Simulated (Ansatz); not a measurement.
Mulliken charges of `C[B]Cl` radical from ωB97M-V/def2-TZVPP in Ansatz (PBE0-D4/def2-TZVP geometry).

```json
{"atom": "C1", "x (Å)": "-0.290", "y (Å)": "0.325", "z (Å)": "-0.312", "charge (e)": "-0.288"}
{"atom": "B2", "x (Å)": "0.195", "y (Å)": "-1.060", "z (Å)": "0.168", "charge (e)": "-0.006"}
{"atom": "Cl3", "x (Å)": "1.468", "y (Å)": "-1.356", "z (Å)": "1.298", "charge (e)": "-0.078"}
{"atom": "H4", "x (Å)": "-1.074", "y (Å)": "0.642", "z (Å)": "0.391", "charge (e)": "0.121"}
{"atom": "H5", "x (Å)": "0.494", "y (Å)": "1.089", "z (Å)": "-0.290", "charge (e)": "0.120"}
{"atom": "H6", "x (Å)": "-0.752", "y (Å)": "0.295", "z (Å)": "-1.300", "charge (e)": "0.131"}
```

Question: By hand: the dipole of these point charges (1 e Å = 4.8032 D).

Answer: Σ q r = (-0.201, 0.266, -0.170) e Å, of length 0.374 e Å = 1.80 D.

Question: How does the dipole of the full density compare? (Best estimate.)

Answer: The calculation gave: (-0.082, 0.259, -0.066) e Å, 1.34 D; the point charges give 1.34 times that, at 23° from its direction.

Point charges leave out the atoms' own dipoles, such as those of lone pairs, and Mulliken's split depends on the basis, so the two needn't agree.
